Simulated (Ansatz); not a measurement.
A nudged elastic band was laid between two geometries of CH8BN (11 atoms, charge 0, multiplicity 1).

Method: RKS CAM-B3LYP-D4/def2-SVP (Ansatz 0.2.0).

```yaml
movable_images: 5
climbing_image: yes
spring: 5.0 eV/Å²
optimiser: quadratic models (default)
start_path: through a guess of the saddle point
force_threshold: 0.05 eV/Å
iteration_limit: 60
end_points: relaxed
```

First end point:

```xyz
11
Properties=species:S:1:pos:R:3
B -0.071 -0.315 0.430
C 0.088 0.354 1.886
H -0.802 0.227 2.531
H 0.960 -0.021 2.453
H 0.236 1.441 1.781
H 0.934 -0.251 -0.270
H -1.079 0.027 -0.179
N -0.283 -1.939 0.659
H -0.389 -2.419 -0.235
H 0.519 -2.346 1.146
H -1.116 -2.123 1.221
```

Last end point:

```xyz
11
Properties=species:S:1:pos:R:3
B 0.020 -1.184 -1.197
C -0.108 0.369 3.027
H -0.905 0.002 3.688
H 0.863 0.248 3.527
H -0.275 1.432 2.810
H 1.145 -1.025 -1.604
H -0.937 -0.737 -1.781
N -0.178 -1.900 -0.024
H -1.094 -2.071 0.373
H 0.578 -2.301 0.516
H -0.113 -0.199 2.088
```

Problem. Which bonds break or form, and what moves?

Solution. Bonds broken: B1–C2, N8–H11. Bonds formed: C2–H11. CH8BN becomes BH4N + CH4.

Problem. What energy profile does the band end with?

Solution. It converged. The highest image is number 2 of 0 to 6, 179.4 kJ/mol above the first end and 220.4 kJ/mol above the last; the last end lies 41.1 kJ/mol below the first. Neighbouring images differ by up to 2.1 eV, so the band resolves the path poorly. A vibrational analysis at the climbing image gives one clearly imaginary mode, 1475i cm⁻¹: a first-order saddle point. The orbitals stay closed-shell, which can raise the energy where a bond breaks towards radicals; this wasn't checked here.

```
image  path coordinate (Å)  energy (kJ/mol)  B1–C2 (Å)  N8–H11 (Å)  C2–H11 (Å)
    0                 0.00              0.0       1.61        1.02        2.83
    1                 1.15              9.9       1.61        1.02        2.45
    2                 2.30            179.4       1.84        1.35        1.36
    3                 3.55            -18.7       2.81        2.27        1.09
    4                 4.79            -39.2       3.54        2.92        1.10
    5                 6.04            -40.2       4.05        2.77        1.10
    6                 7.28            -41.1       4.50        2.71        1.10
```

Problem. What is the geometry of the highest image?

Solution. 
```xyz
11
Properties=species:S:1:pos:R:3:forces:R:3
B -0.059 -0.481 0.272 -0.02 -0.01 -0.01
C -0.037 0.167 1.991 -0.01 0.01 0.00
H -0.937 0.127 2.626 0.00 0.00 0.00
H 0.861 0.012 2.608 0.00 0.00 0.01
H 0.016 1.185 1.584 0.00 0.00 0.00
H 1.014 -0.160 -0.186 0.00 -0.01 0.00
H -1.057 -0.006 -0.223 0.01 0.00 -0.01
N -0.198 -2.023 0.558 0.02 0.00 -0.01
H -1.054 -2.478 0.259 -0.01 0.00 0.01
H 0.616 -2.601 0.384 -0.01 -0.01 -0.01
H -0.168 -1.108 1.547 0.01 0.01 0.02
```

Run time: 5.6 min on 2 threads of Arm Neoverse N1 (shared host), peak memory 0.18 GiB.
